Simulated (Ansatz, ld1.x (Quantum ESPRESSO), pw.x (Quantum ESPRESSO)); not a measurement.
## pw.x on fcc Al: one setting changed

Potential: norm-conserving Troullier–Martins (Kleinman–Bylander form), ld1.x (Quantum ESPRESSO) 7.5, PBE; core [Ne], reference 3s2 3p1; waves: 3s (bound): rc 1.90 bohr; 3p (bound): rc 2.60 bohr; 3d channel at -0.2 Ry: rc 2.65 bohr; local part: all-electron potential smoothed inside 1.60 bohr (lloc = -2); core correction: Bessel-smoothed model core, default radius (core density twice the valence density).

The reference run (k-mesh 14³, cutoffs 50/200 Ry, Fermi–Dirac 0.01 Ry, mixing_beta 0.4, conv_thr 1e-9, no spin) gives -0.89 GPa at 16.527 Å³/atom, where all-electron LAPW gives -0.17 GPa. This run, with its own iteration cap, changes nspin = 2 with starting_magnetization to 0.5.

```
&control
  calculation='scf', prefix='x', pseudo_dir='./', outdir='./tmp', tstress=.true., disk_io='none'
/
&system
  ibrav=0, nat=1, ntyp=1, ecutwfc=50, ecutrho=200, nbnd=8,
  occupations='smearing', smearing='fd', degauss=0.01, nspin=2, starting_magnetization(1)=0.5
/
&electrons
  conv_thr=1e-09, mixing_beta=0.4, electron_maxstep=60
/
ATOMIC_SPECIES
Al 1.0 Al.UPF
CELL_PARAMETERS angstrom
  0.00000000 2.02172157 2.02172157
  2.02172157 0.00000000 2.02172157
  2.02172157 2.02172157 0.00000000
ATOMIC_POSITIONS crystal
Al 0.0000 0.0000 0.0000
K_POINTS automatic
14 14 14 0 0 0
```

```bash
pw.x < Al.scf.in > Al.scf.out
```

Task: How does the run end?

Result: It converges in 7 iterations; the free energy moves by +0.0 meV/atom and the pressure by +0.00 GPa. The result is that of the reference run.

```
Message from routine setup:
     using ibrav=0 with symmetry is DISCOURAGED, use correct ibrav instead
     lattice parameter (alat)  =       5.4030  a.u.
     unit-cell volume          =     111.5297 (a.u.)^3
     number of electrons       =         3.00
     number of Kohn-Sham states=            8
     kinetic-energy cutoff     =      50.0000  Ry
     charge density cutoff     =     200.0000  Ry
     scf convergence threshold =      1.0E-09
     Exchange-correlation= PBE
     atomic species   magnetization
     number of k points=   104  Fermi-Dirac smearing, width (Ry)=  0.0100
     iteration #  1     ecut=    50.00 Ry     beta= 0.40
     total energy              =      -9.36219384 Ry
     estimated scf accuracy    <       0.00963053 Ry
     total magnetization       =     0.38 Bohr mag/cell
     absolute magnetization    =     0.38 Bohr mag/cell
     iteration #  2     ecut=    50.00 Ry     beta= 0.40
     total energy              =      -9.37630699 Ry
     estimated scf accuracy    <       0.00387193 Ry
     total magnetization       =     0.27 Bohr mag/cell
     absolute magnetization    =     0.27 Bohr mag/cell
     iteration #  3     ecut=    50.00 Ry     beta= 0.40
     total energy              =      -9.38069603 Ry
     estimated scf accuracy    <       0.00010110 Ry
     total magnetization       =     0.06 Bohr mag/cell
     absolute magnetization    =     0.06 Bohr mag/cell
     iteration #  4     ecut=    50.00 Ry     beta= 0.40
     total energy              =      -9.38092600 Ry
     estimated scf accuracy    <       0.00000689 Ry
     total magnetization       =     0.02 Bohr mag/cell
     absolute magnetization    =     0.02 Bohr mag/cell
     iteration #  5     ecut=    50.00 Ry     beta= 0.40
     total energy              =      -9.38094179 Ry
     estimated scf accuracy    <       0.00000022 Ry
     total magnetization       =     0.00 Bohr mag/cell
     absolute magnetization    =     0.00 Bohr mag/cell
     iteration #  6     ecut=    50.00 Ry     beta= 0.40
     total energy              =      -9.38094230 Ry
     estimated scf accuracy    <       0.00000002 Ry
     total magnetization       =    -0.00 Bohr mag/cell
     absolute magnetization    =     0.00 Bohr mag/cell
     iteration #  7     ecut=    50.00 Ry     beta= 0.40
     the Fermi energy is     7.8909 ev
!    total energy              =      -9.38094232 Ry
     estimated scf accuracy    <          7.7E-10 Ry
     smearing contrib. (-TS)   =      -0.00208362 Ry
     The total energy is F=E-TS. E is the sum of the following terms:
     one-electron contribution =       2.94627207 Ry
     hartree contribution      =       0.00789541 Ry
     xc contribution           =      -6.93271754 Ry
     ewald contribution        =      -5.40030864 Ry
     total magnetization       =     0.00 Bohr mag/cell
     absolute magnetization    =     0.00 Bohr mag/cell
     convergence has been achieved in   7 iterations
          total   stress  (Ry/bohr**3)                   (kbar)     P=       -8.93
     Message from routine punch:
     Nothing written, as per user request (disk_io='none')
```

The run took about 8.3 s on one core of a shared host (Intel(R) Xeon(R) Platinum 8488C, 192 threads, 1488 GiB, load 56).
